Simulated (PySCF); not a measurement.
**C5H9F: calculation and literature**

Molfile (atoms numbered from 1):
```
C5H9F
     RDKit          3D

 15 15  0  0  0  0  0  0  0  0999 V2000
    1.0551   -1.7741   -1.0137 F   0  0  0  0  0  0  0  0  0  0  0  0
    0.7566   -1.0106    0.1024 C   0  0  0  0  0  0  0  0  0  0  0  0
    1.1950    0.4431   -0.1332 C   0  0  0  0  0  0  0  0  0  0  0  0
   -0.0576    1.2947    0.0919 C   0  0  0  0  0  0  0  0  0  0  0  0
   -1.2023    0.3569   -0.2824 C   0  0  0  0  0  0  0  0  0  0  0  0
   -0.7596   -0.9754    0.3196 C   0  0  0  0  0  0  0  0  0  0  0  0
    1.2898   -1.4952    0.9269 H   0  0  0  0  0  0  0  0  0  0  0  0
    2.0173    0.7327    0.5187 H   0  0  0  0  0  0  0  0  0  0  0  0
    1.5319    0.5308   -1.1666 H   0  0  0  0  0  0  0  0  0  0  0  0
   -0.0466    2.2052   -0.5046 H   0  0  0  0  0  0  0  0  0  0  0  0
   -0.1386    1.5735    1.1439 H   0  0  0  0  0  0  0  0  0  0  0  0
   -1.2708    0.2697   -1.3674 H   0  0  0  0  0  0  0  0  0  0  0  0
   -2.1647    0.6884    0.1035 H   0  0  0  0  0  0  0  0  0  0  0  0
   -1.2355   -1.8348   -0.1493 H   0  0  0  0  0  0  0  0  0  0  0  0
   -0.9744   -0.9969    1.3883 H   0  0  0  0  0  0  0  0  0  0  0  0
  1  2  1  0
  2  3  1  0
  3  4  1  0
  4  5  1  0
  5  6  1  0
  6  2  1  0
  2  7  1  0
  3  8  1  0
  3  9  1  0
  4 10  1  0
  4 11  1  0
  5 12  1  0
  5 13  1  0
  6 14  1  0
  6 15  1  0
M  END
```

The experiment to reproduce: δ 13C C2 95.5; C3/C6 32.8; C4/C5 22.5 ppm (measured; solution, not stated per compound (mostly CDCl3 or CCl4); Pretsch, Buehlmann, Badertscher, Structure Determination of Organic Compounds, 4th ed. (2009)).

- GFN2-xTB geometry
- shieldings: GIAO PBE0/pcSseg-1
- run in PySCF 2.14
- non-relativistic Hamiltonian, fast rotation and ring inversion assumed for equivalent nuclei, one conformer, gas phase

Problem. What does the calculation give, and how does it compare?

Solution. 
Reference values: measured (solution, not stated per compound (mostly CDCl3 or CCl4); Pretsch, Buehlmann, Badertscher, Structure Determination of Organic Compounds, 4th ed. (2009)).
| atoms | quantity | reference | computed | computed, scaled |
| --- | --- | --- | --- | --- |
| C2 | δ 13C | 95.5 | 98.3 | 93.6 |
| C3/C6 | δ 13C | 32.8 | 38.6 | 35.4 |
| C4/C5 | δ 13C | 22.5 | 29.3 | 26.4 |

Computed shifts are σ(ref) − σ with the named reference compound (TMS for H and C) calculated as an isolated molecule at the same level. The measured values may be among those fitted. Shieldings were converted by linear fits to measured shifts (mostly CDCl3, TMS scale, for H and C): 13C: δ = 179.97 − 0.974σ (rms 2.1 ppm, 958 shifts, 2.3 ppm with the 13 outliers that the fit left out). A few per cent of atoms miss by over 2 rms, more outside the fitted compound classes.

Problem. How far are the unscaled 13C shifts from the references?

Solution. Mean signed difference +5.13 ppm, mean absolute 5.13 ppm over 3 comparisons; the largest is +6.8 ppm at C4/C5 (sp3 CH2 in a ring).
